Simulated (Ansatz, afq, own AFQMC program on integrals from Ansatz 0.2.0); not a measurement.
Integrals from Ansatz 0.2.0, then the random walk in our own AFQMC program (afq).

```yaml
crystal:
  periodic: [false, false, false]
  atoms:
    - {symbol: Si, position_ang: [0.004529, 0.000000, 1.727555]}
    - {symbol: Si, position_ang: [0.007690, 0.000000, -1.970444]}
    - {symbol: H, position_ang: [0.568144, 1.206193, 2.399218]}
    - {symbol: H, position_ang: [-1.476760, -0.000005, 1.969479]}
    - {symbol: H, position_ang: [0.568152, -1.206189, 2.399218]}
basis:
  gaussian: {orbitals: cc-pVDZ}
magnetization: {spin_polarized: false, initial_magnetization: 1}
correlation: {method: ccsd_t, electrons: outside_noble_gas, hamiltonian_folder: ham}
```

```sh
$ ansatz run in.yaml --threads 1 --pin off --events-out ev --progress --plain --max-ram 1382MiB
```

Options of the walk:

```
--method phaseless --trial cisd --walkers 60 --populations 1 --least-time 40 --time-step 0.005 --steps-per-block 50 --equilibration-blocks 40 --max-blocks 300 --target-error 0.0008 --factor-cut 1e-05 --start spin_pure --seed 2316 --release-times 0.24,0.51,0.99,1.62,2.4 --release-step 0.03 --release-every 4 --taylor-order 6
```

Times are imaginary, in 1/Eh. The walk had a cap of 1706 s.

Log:

```
orbitals 41  electrons 6 5  factors 287 of 496
reference energy -579.43999322 Eh
CCSD correlation -0.22838198 Eh in 22 cycles, weight of the determinant in the CISD state 0.7599
energy of the start -579.668375 Eh
 block  time / (1/Eh)  mean weight  energy / Eh
     1     0.250  1.0003  -579.663799
     2     0.500  1.0002  -579.664152
     3     0.750  0.9999  -579.664432
     4     1.000  1.0004  -579.665628
     5     1.250  1.0023  -579.668082
     8     2.000  1.0006  -579.670563
    11     2.750  0.9996  -579.669412
    26     6.500  0.9992  -579.675504
    41    10.250  1.0000  -579.676311
    56    14.000  1.0007  -579.672577
    71    17.750  1.0009  -579.691897
    86    21.500  0.9999  -579.679176
   101    25.250  1.0020  -579.680442
   116    29.000  0.9981  -579.678596
   131    32.750  1.0006  -579.676543
   146    36.500  1.0007  -579.689934
   161    40.250  0.9993  -579.687519
   171    42.750  1.0015  -579.669284
   176    44.000  1.0002  -579.675894
   191    47.750  1.0013  -579.684149
   206    51.500  0.9980  -579.682894
   216    54.000  1.0014  -579.672151
blocks merged  error / Eh  count
     1  0.000404  180
     2  0.000531  90
     4  0.000669  45
     8  0.000774  22
    16  0.000875  11
released: time / (1/Eh)  energy / Eh  error  mean overlap
  0.24  -579.679025  0.000663  0.9995
  0.51  -579.679503  0.000746  1.0089
  0.99  -579.679852  0.000733  1.0221
  1.62  -579.680591  0.000930  1.0067
  2.40  -579.680681  0.001093  1.0075
energy -579.678476 +/- 0.000774 Eh
(rows thinned)
```

The run passed its tests (sampling time, drift between the halves within three errors, error under three times the target), which doesn't prove that it has relaxed.

Against this walk (error 21.1 meV) on the same determinant: CCSD(T) 3.8 meV higher (within the noise), CCSDT(Q) 89.6 meV lower. The error is statistical and leaves out the bias of the constraint. None of these is a sure reference here. Released to 2.40 1/Eh the energy moves by -60 ± 36 meV (both errors), within twice the noise.

Cautions: constraint bias not in the error; higher spins were not checked; a spin-contaminated unrestricted determinant lies lower (UHF 1.04 eV lower, ⟨S²⟩ 1.58); strong correlation (T1 0.053, weight of the determinant 0.76, largest double 0.29); the bias of populations of 60 walkers isn't removed.

The walk took 3.5 min on 1 thread of AMD EPYC 9R45 96-Core Processor (Zen 5), on a shared host. The log's last line is the phaseless energy.

CCSDT and higher add their correlation energy to the determinant of the CCSD(T) run, since their own runs factorise the integrals more tightly (a shift of under 2 meV). A walk keeps the symmetry of its determinant, which the program's search chose and which needn't be the lowest solution, so a lower state of the same spin and another symmetry isn't excluded.
